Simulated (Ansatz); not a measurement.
in.yaml

```yaml
crystal:
  periodic: [false, false, false]
  atoms:
    - {symbol: Si, position_ang: [0.000000, 0.000000, -0.247267]}
    - {symbol: Be, position_ang: [0.000000, 0.000000, -2.326467]}
    - {symbol: H, position_ang: [0.000000, 0.000000, 2.573733]}
basis:
  gaussian: {orbitals: 6-31G}
magnetization: {spin_polarized: false, initial_magnetization: 3}
correlation: {method: ccsdtq, electrons: outside_noble_gas}
```

```sh
$ ansatz run in.yaml --threads 1 --pin off --events-out ev --progress --plain --max-ram 2393MiB
```

The program prints:

```
488 factors; integrals over basis functions are off by at most 1.3e-7 eV
mean field evaluation 1: about -8268.3901 eV, gradient 6.9e0 eV
mean field evaluation 2: about -8268.3946 eV, gradient 6.9e0 eV
mean field evaluation 4: about -8269.4190 eV, gradient 1.9e0 eV
mean field evaluation 8: about -8269.4767 eV, gradient 1.3e-1 eV
mean field evaluation 16: about -8269.1777 eV, gradient 4.0e0 eV
mean field evaluation 32: about -8269.4025 eV, gradient 1.8e0 eV
mean field evaluation 64: about -8267.6355 eV, gradient 2.7e-2 eV
mean field evaluation 96: about -8266.6332 eV, gradient 3.9e-3 eV
mean field evaluation 128: about -8265.6573 eV, gradient 8.3e-4 eV
mean field evaluation 160: about -8263.3983 eV, gradient 2.9e0 eV
...
mean field -8269.47733524 eV, -303.8976868172 hartree, gradient 1.8e-6 eV, S^2 3.750000; 9 other end points of the search recorded, 0 dependent functions left out
...
determinant -8269.47733524 eV, -303.8976868172 hartree, with singles and doubles -8271.79186383 eV, -303.9827441738 hartree
determinant -8269.34252993 eV, -303.8927328133 hartree, with singles and doubles -8270.91713204 eV, -303.9505983734 hartree
determinant -8267.63554619 eV, -303.8300023177 hartree, with singles and doubles -8269.20680119 eV, -303.8877448741 hartree
determinant -8267.36585460 eV, -303.8200913346 hartree, with singles and doubles -8269.61223329 eV, -303.9026442291 hartree
determinant -8266.63315786 eV, -303.7931652261 hartree, with singles and doubles -8268.50418826 eV, -303.8619243251 hartree
determinant -8268.80544321 eV, -303.8729952404 hartree, with singles and doubles -8271.79823703 eV, -303.9829783845 hartree
determinant -8268.80544321 eV, -303.8729952404 hartree, with singles and doubles -8271.84173459 eV, -303.9845768903 hartree
determinant -8269.47733524 eV, -303.8976868172 hartree, with singles and doubles -8271.81789595 eV, -303.9837008365 hartree
unrestricted determinant -8270.19183618 eV, -303.9239442423 hartree, S^2 4.6501
6 core orbitals not correlated: weight in the atoms' cores, before any rotation towards them, 1.000 or more for the frozen orbitals, at most 0.000 for the correlated occupied ones
reference -8269.47733524 eV, -303.8976868172 hartree; 5, 2 occupied and 13, 16 virtual orbitals, 488 factors
second order -1.62187056 eV of doubles, -0.04259847 eV of singles
...
cycle  26  -2.56112243 eV  change   -2.4e-5 eV  update   1.2e-5
cycle  27  -2.56113721 eV  change   -1.5e-5 eV  update   8.3e-6
cycle  28  -2.56114331 eV  change   -6.1e-6 eV  update   6.2e-6
cycle  29  -2.56114465 eV  change   -1.3e-6 eV  update   4.8e-6
cycle  30  -2.56114938 eV  change   -4.7e-6 eV  update   3.3e-6
cycle  31  -2.56115247 eV  change   -3.1e-6 eV  update   2.5e-6
cycle  32  -2.56115625 eV  change   -3.8e-6 eV  update   1.7e-6
cycle  33  -2.56115837 eV  change   -2.1e-6 eV  update   1.3e-6
cycle  34  -2.56115857 eV  change   -1.9e-7 eV  update   9.1e-7
cycle  35  -2.56115843 eV  change    1.4e-7 eV  update   6.4e-7
Total energy: -8272.03849368 eV, -303.9918076535 hartree
```

The T1 diagnostic is 0.064.

For the same geometry and basis full CI lies 0.2 meV higher.

Ran on 1 thread of Arm Neoverse V1, shared host: 21 s wall, 0.17 GiB peak host memory.
